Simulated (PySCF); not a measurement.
These 3 structures share the formula C4H8S2. Method used: PySCF, PBE0-D3(BJ)/def2-SVP geometry optimisation, gas phase. One conformer each; no zero-point energy, no entropy. No frequencies were run at this level. Point groups hold within 0.08 Å.

Question: Order them by energy at this level, lowest first, and give relative energies in kcal/mol.
A. `[CH3:1][CH:2]1[S:3][CH2:4][CH2:5][S:6]1` with C1–C2–S3–C4 -99°, C2–S3–C4–C5 -46°, S3–C4–C5–S6 51°, C4–C5–S6–C2 -30°
B. `[CH2:1]1[CH2:2][CH2:3][S:4][S:5][CH2:6]1` with C6–C1–C2–C3 60°, C1–C2–C3–S4 -63°, C2–C3–S4–S5 63°, C3–S4–S5–C6 -58°
C. `[CH2:1]1[CH2:2][S:3][CH2:4][S:5][CH2:6]1` with C6–C1–C2–S3 -65°, C1–C2–S3–C4 58°, C2–S3–C4–S5 -61°, S3–C4–S5–C6 61° (1,3-dithiane)

Answer: B (0.0), C (6.1), A (6.1).

Neighbours under 2.5 kcal/mol apart (C1CSCSC1 and CC1SCCS1) can change places with a better method, another conformer or zero-point energy.

| SMILES | E (Eh) | E rel (kcal/mol) | dipole (D) | point group | A, B, C (MHz) |
| --- | --- | --- | --- | --- | --- |
| C1CCSSC1 | -952.81865 | 0.0 | 2.67 | C2 | 2945, 2678, 1570 |
| C1CSCSC1 | -952.80901 | 6.1 | 2.13 | Cs | 3293, 2324, 1495 |
| CC1SCCS1 | -952.80893 | 6.1 | 1.02 | C1 | 2767, 2721, 1597 |

How do the relative energies change in single points at PBE0/pcSseg-1 (no added dispersion term) on the same geometries?

```json
{"SMILES": "C1CCSSC1", "PBE0-D3(BJ)/def2-SVP (kcal/mol)": "0.0", "PBE0/pcSseg-1 (kcal/mol)": "0.0", "shift": "0.0"}
{"SMILES": "C1CSCSC1", "PBE0-D3(BJ)/def2-SVP (kcal/mol)": "6.1", "PBE0/pcSseg-1 (kcal/mol)": "6.2", "shift": "+0.1"}
{"SMILES": "CC1SCCS1", "PBE0-D3(BJ)/def2-SVP (kcal/mol)": "6.1", "PBE0/pcSseg-1 (kcal/mol)": "5.9", "shift": "-0.2"}
```

Each column counts from its own lowest isomer. The lowest isomer stays, but the order above it changes; the largest shift is 0.2 kcal/mol.
